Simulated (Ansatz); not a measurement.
A geometry relaxed with PBE-D3(BJ)/def2-SVP (Ansatz, a program for electronic structure), charge 0, multiplicity 2:

```xyz
4

C      0.0000     0.0000    -0.0005
H     -0.2961     1.0577    -0.0022
H      1.0641    -0.2724     0.0014
H     -0.7680    -0.7853     0.0013
```

Task: Write the SMILES of this molecule.

Result: `[CH3]`
